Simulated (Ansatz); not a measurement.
Write a Python script for Ansatz 0.2.0 through its Python package that makes a relaxed scan of one distance of BCl2, SMILES Cl[B]Cl. Level of theory (for the species named): Hartree-Fock, def2-SVP basis, multiplicity 2.

```json
{"atom": "Cl", "x (Å)": "0.4289", "y (Å)": "-1.6289", "z (Å)": "0.0495"}
{"atom": "B", "x (Å)": "-0.5490", "y (Å)": "-0.0294", "z (Å)": "-0.3007"}
{"atom": "Cl", "x (Å)": "0.1092", "y (Å)": "1.5935", "z (Å)": "0.2380"}
```

`relaxed_scan.py`
```python
import ansatz as az
import numpy as np

GEOMETRY = """
Cl    0.42890   -1.62890    0.04950
B    -0.54900   -0.02940   -0.30070
Cl    0.10920    1.59350    0.23800
"""


def main() -> None:
    molecule = az.Crystal.molecule()
    for line in GEOMETRY.strip().splitlines():
        symbol, *xyz = line.split()
        molecule = molecule.atom(symbol, [float(v) for v in xyz])

    calculation = (
        molecule.calculation()
        .basis(gaussian="def2-SVP")
        .functional("hf")
        .spin("collinear", total=1)
    )
    symbols = [site.symbol for site in molecule.cartesian_sites]
    pairs = [(0, 1), (1, 2)]
    print("held (A)   E (eV)        ", "  ".join(f"{symbols[i]}{i}-{symbols[j]}{j}" for i, j in pairs))
    for length in [1.75, 1.91, 2.06, 2.29, 2.57]:
        rep = calculation.relax(constraints=[az.DistanceConstraint((0, 1), at=length)], force_tolerance=0.02, max_steps=60).run().report
        xyz = np.array(rep["positions_ang"])
        print(f"{length:6.2f} {rep['free_energy_ev']:14.5f}  ", "  ".join(f"{np.linalg.norm(xyz[i] - xyz[j]):.3f}" for i, j in pairs))


if __name__ == "__main__":
    main()
```

Output of `python relaxed_scan.py`:
```text
held (A)   E (eV)         Cl0-B1  B1-Cl2
DeckWarning: relax.constraints: the input's atoms, or those drawn, lie off the distances that are held; a relaxation that starts there is brought onto them ahead of its first SCF, by positions alone, [...]
  1.75   -25671.06701   1.750  1.736
  1.91   -25670.79167   1.910  1.722
  2.06   -25670.29477   2.060  1.709
  2.29   -25669.43232   2.290  1.694
  2.57   -25668.63103   2.570  1.695
```
(Warnings from the package without file and line, shortened, repeats left out.)

Total energies depend on the basis set; only differences at equal settings carry meaning. The energies are electronic: no zero-point or thermal terms, and the basis set is short of its limit. The species is open-shell (spin multiplicity 2). The expectation value of S² is noticeably off S(S+1) in at least one run, so that state is spin-contaminated. Timing: 18 s on 1 thread of Arm Neoverse V1, on a shared host, peak memory 0.18 GiB.
